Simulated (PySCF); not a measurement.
## Ionising SF

UHF-CCSD(T); basis S def2-SVPD, F def2-SVPD; no relativity; PySCF 2.14. Neutral (UHF): doublet (π ↑), Re = 1.652 Å, ωe = 795 cm⁻¹, De = 3.10 eV.

SF⁻ (RHF): singlet (closed shell), Re = 1.776 Å, ωe = 609 cm⁻¹, De = 2.05 eV to S + F⁻. The energies at the minima are -497.04630 hartree for SF and -497.12916 for SF⁻.

Task: Work out the adiabatic electron affinity, without and with harmonic zero-point energies (1 hartree = 27.2114 eV, 1 eV = 8065.5 cm⁻¹), and the change of the bond length.

Result: At CCSD(T): 0.08286 hartree = 2.255 eV between the minima; the zero-point term (795.0 − 609.0)/2 cm⁻¹ = +0.012 eV makes it 2.266 eV. Re changes by +12.4 pm against the neutral. The electron enters a π orbital, and the longer bond of the ion fits an antibonding orbital, or a change in how ionic the bond is.

Correlated steps freeze 6 core orbitals. Correlated levels converge slowly with the basis: in double zeta they bind strong bonds too weakly, by up to about 1 eV, and carry superposition errors of some tenths. For an ion De counts to the pair picked by the measured ionisation energies or electron affinities, which need not be the lowest pair at this level. Where the molecule has an RHF reference, its open-shell atoms are computed with UHF. States were picked by a PBE0 search and need not be the measured ground states.

Neutral and ion stand on different kinds of reference determinant, which adds to the error of the difference.
